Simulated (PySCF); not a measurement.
Compound: C4H7NO.
Numbering: `[CH2:1]=[N:2][C:3](=[CH2:4])[O:5][CH3:6]` (hydrogens: H7, H8 on C1; H9, H10 on C4; H11, H12, H13 on C6)

Method: PBE0-D3(BJ)/def2-SVP geometry optimisation, gas phase (PySCF 2.14.0).

(1) List the bond lengths, angles and torsions at this level.

Results:

(1) 
```csv
bond,length (Å)
C1=N2,1.266
N2–C3,1.395
C3=C4,1.346
C3–O5,1.347
O5–C6,1.407
C1–H7,1.106
C1–H8,1.099
C4–H9,1.089
C4–H10,1.090
"C6–H11, C6–H12, C6–H13",1.101
```

Bonds in one row agree within 0.01 Å and their mean is given. A selection of angles:
```csv
angle,degrees
N2–C1–H7,123.0
N2–C1–H8,119.2
H7–C1–H8,117.8
C1–N2–C3,120.2
N2–C3–C4,124.2
N2–C3–O5,115.3
C4–C3–O5,120.3
C3–C4–H9,120.5
C3–C4–H10,119.8
H9–C4–H10,119.5
C3–O5–C6,119.1
O5–C6–H11,106.0
O5–C6–H12,112.0
H11–C6–H12,108.9
H12–C6–H13,108.3
```

Torsions: C1–N2–C3–C4 46° (synclinal); N2–C3–O5–C6 7° (synperiplanar). The mirror-image conformer, all signs reversed, is as good.

The C–N distances run from 1.266 Å (C1=N2, drawn double) to 1.395 Å (N2–C3, drawn single), a spread of 0.129 Å. The 2 C–O bonds span 1.347 Å (C3–O5, drawn single) to 1.407 Å (O5–C6, drawn single), a spread of 0.060 Å. O5 (ether oxygen) is bent (angle 119.1°). Of the pairs four or more bonds apart, N2···H13 is among the closest relative to their van der Waals radii: 2.59 Å, 94 % of the sum of Bondi's values.

Point group: C1 (no symmetry element, even within 0.4 Å). Whether it is a minimum is left open (no frequencies). The numbers are those of one conformer.
